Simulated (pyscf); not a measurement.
## 1,1-elimination: F–MoH(F)(F)(F)–F -> HF + F–Mo(F)(F)–F [singlet]

Gas phase, singlet surface, charge 0. Bonds broken: F1–Mo2, Mo2–H7. Bonds formed: F1–H7. PySCF, gas phase, ωB97X-D3(BJ)/def2-SVP geometries.

Transition state (Å):

```xyz
7

F     -2.2531    -1.3990    -0.4726
Mo    -0.3792    -0.5665    -0.3857
F      1.3331     0.0895    -0.2056
F     -1.2235     0.3929    -1.6804
F      0.3182    -2.0146    -1.2232
F     -0.7981     0.2461     1.1789
H     -1.2771    -1.7733     0.3339
```

One imaginary mode, 1037i cm⁻¹; descent along it reached the two sides named, in the forms told below.

```tsv
bond	change	reactant side (Å)	saddle	product side
F1–Mo2	breaks	1.833	2.052	2.369
Mo2–H7	breaks	1.646	1.668	2.8
F1–H7	forms	2.204	1.320	0.930
```

Electronic energies relative to the reactant's lowest minimum found (kcal/mol):

```tsv
level	barrier	reaction energy	reverse barrier
ωB97X-D3(BJ)/def2-TZVP	18.1	0.0	18.0
PBE/def2-TZVP	20.5	+19.4	1.1
r²SCAN/def2-TZVP	23.2	+21.7	1.6
B3LYP-D3(BJ)/def2-TZVP	19.4	+6.0	13.4
PBE0-D3(BJ)/def2-TZVP	19.0	+6.7	12.2
M06-2X/def2-TZVP	15.0	-8.3	23.3
ωB97M-D3(BJ)/def2-TZVP	17.0	-3.5	20.5
```

With ωB97M-D3(BJ)/def2-TZVP energies and thermal terms (ideal gas, 1 atm, RRHO with modes under 100 cm⁻¹ raised to 100, one conformer, R ln 2 for chiral ones without a mode under 150 cm⁻¹), in kcal/mol:

| T (K) | ΔH‡ | ΔG‡ | ΔH | ΔG |
|---|---|---|---|---|
| 298 | 15.3 | 14.7 | -3.9 | -14.6 |
| 600 | 15.1 | 14.1 | -3.9 | -25.5 |
| 900 | 14.7 | 13.7 | -4.5 | -36.1 |
| 1200 | 14.2 | 13.4 | -5.4 | -46.5 |

On the product side the descent ends in an adduct with a F–Mo contact, 4.6 kcal/mol under the separated species and 22.7 kcal/mol under the saddle at ωB97X-D3(BJ)/def2-TZVP. What is counted as broken (F–Mo) persists as a longer contact in the product adduct; parting that adduct is a step of its own. F–Mo(F)(F)–F [singlet] is an excited spin state, 14.6 kcal/mol over the triplet at ωB97X-D3(BJ)/def2-TZVP. This is the saddle that the search found; another between the same sides may lie lower. A restricted singlet here is unstable towards spin polarisation, as is usual where a triplet lies low; its energy is less safe. Elements past Kr carry the def2 core potentials, without spin-orbit coupling.
